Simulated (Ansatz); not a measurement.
# What a trial cell of ReAu relaxes into

The calculation used Ansatz, DFT PBE, scalar-relativistic, plane waves, PAW. Cutoff 420 eV, Γ-centred k mesh, Gaussian smearing, no spin polarisation in the final step.

The start puts ReAu on the rock salt structure type (Fm-3m, No. 225), with Re in place of Na, Au in place of Cl, at a guessed volume.

```xyz
2
Lattice="0.0000 2.5531 2.5531 2.5531 0.0000 2.5531 2.5531 2.5531 0.0000" Properties=species:S:1:pos:R:3 pbc="T T T"
Re    0.0000    0.0000    0.0000
Au    2.5531    2.5531    2.5531
```

Cell and atoms relax at zero pressure; the relaxation can't lower the symmetry of the start. After a coarse first stage the cell is made exact in the group found at 0.06 Å.

The zero of energy is the elements' standard structures at the same level; no fitted shifts are applied.

Problem. Which crystal results?

Solution. It keeps Fm-3m (No. 225). The result has the rock salt structure. Conventional cell: a = 5.313 Å. Re has 6 Au at 2.66 Å; around Au lie 6 Re at 2.66 Å.

```cif
data_structure
_symmetry_space_group_name_H-M 'Fm-3m'
_symmetry_Int_Tables_number 225
_cell_length_a 5.3134
_cell_length_b 5.3134
_cell_length_c 5.3134
_cell_angle_alpha 90.000
_cell_angle_beta 90.000
_cell_angle_gamma 90.000
_cell_volume 150.01
loop_
_atom_site_label
_atom_site_type_symbol
_atom_site_symmetry_multiplicity
_atom_site_Wyckoff_symbol
_atom_site_fract_x
_atom_site_fract_y
_atom_site_fract_z
_atom_site_occupancy
Re1 Re 4 a 0.00000 0.00000 0.00000 1
Au1 Au 4 b 0.50000 0.00000 0.00000 1
```

Problem. What are its volume, energy, density and gap?

Solution. The volume per atom is 18.75 Å³. The density is 16.97 g/cm³. The energy over the elements is 1.80 eV/atom and the gap on the 18×18×18 mesh is 0 eV (a metal).

The final run used a 18×18×18 mesh on its 2-atom cell and 0.10 eV smearing. For metals, differences of a few meV/atom aren't resolved. Spin–orbit coupling is left out. A structure relaxed within its symmetry needn't be a true minimum. The steps took roughly 30 core-seconds in all.

Cost: 3 runs of about 0.53 core-minutes in all, on Intel Xeon Platinum 8488C (Sapphire Rapids) (shared hosts).